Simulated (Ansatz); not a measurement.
**2H MoS2**

Calculation: LDA in Ansatz (PAW).

Cell: relaxed at this level.

* **interlayer binding energy**: 13.3 meV/Å²
* **layer repeat distance**: 6.039 Å
* **gap between the layers**: 2.930 Å

Measured, for comparison: interlayer binding energy 34.3 ± 8 meV/Å² (temperature not stated, not corrected to a static lattice, bulk; as tabulated in Ning et al. (2022), arXiv:2204.11717). Computed (rounded) less measured: interlayer binding energy -61 %.

The computed numbers hold no vibrational or temperature effects.

The result took about 70 core-seconds (a rough figure).

Ansatz is a program for electronic structure.
